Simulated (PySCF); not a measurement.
## Orbital picture of MgO

PBE0 at R = 1.898 Å; PySCF, no relativity, basis sets Mg aug-cc-pVDZ, O aug-cc-pVDZ. State: ³Π (triplet), unpaired electrons σ ↑, π ↑. Only the outer orbitals are listed, counted within each symmetry.

| spin | orbital | occ. | ε (eV) | on Mg (%) | main shells (%) |
| --- | --- | --- | --- | --- | --- |
| α | 1π | 1 | -51.82 | 100 | 100 Mg p |
| α | 1π | 1 | -51.79 | 100 | 100 Mg p |
| α | 4σ | 1 | -51.70 | 100 | 100 Mg p |
| α | 5σ | 1 | -25.27 | 1 | 98 O s |
| α | 2π | 1 | -10.14 | 2 | 97 O p |
| α | 6σ | 1 | -9.24 | 13 | 86 O p, 12 Mg s |
| α | 2π | 1 | -8.16 | 4 | 96 O p |
| α | 7σ | 1 | -5.70 | 94 | 73 Mg s, 20 Mg p |
| α | 3π | 0 | -1.17 | 102 | 97 Mg p |
| α | 3π | 0 | -1.05 | 101 | 96 Mg p |
| α | 8σ | 0 | -0.06 | 103 | 87 Mg p, 10 Mg d |
| β | 1π | 1 | -51.73 | 100 | 100 Mg p |
| β | 1π | 1 | -51.71 | 100 | 100 Mg p |
| β | 4σ | 1 | -51.57 | 100 | 100 Mg p |
| β | 5σ | 1 | -22.78 | 2 | 98 O s |
| β | 6σ | 1 | -8.07 | 15 | 83 O p, 13 Mg s |
| β | 2π | 1 | -7.37 | 5 | 95 O p |
| β | 2π | 0 | -3.05 | 15 | 85 O p, 12 Mg p |
| β | 7σ | 0 | -2.73 | 94 | 80 Mg s, 13 Mg p |
| β | 3π | 0 | -0.12 | 104 | 103 Mg p |

**Question.** Which are the highest filled and the lowest empty level, where do they sit, and how wide is the gap?

**Answer.** Highest filled α 7σ at -5.70 eV (in %: 73 Mg s, 20 Mg p); lowest empty β 2π at -3.05 eV (in %: 85 O p, 12 Mg p); the gap at PBE0 is 2.65 eV.

```json
{
 "bond order (Mayer)": "0.62",
 "⟨S²⟩": "2.005",
 "charge on Mg (Mulliken, basis-dependent)": "0.65",
 "charge on Mg (Löwdin, basis-dependent)": "0.67",
 "dipole moment (positive dipole means Mg(−)O(+))": "-3.19 D",
 "polarisability along the bond": "51.9 bohr³",
 "polarisability across the bond": "59.3 bohr³"
}
```

Shares are Mulliken populations and can fall outside 0 to 100 %.

The state is the lowest determinant that a PBE0 search found; another state may lie lower at other levels.
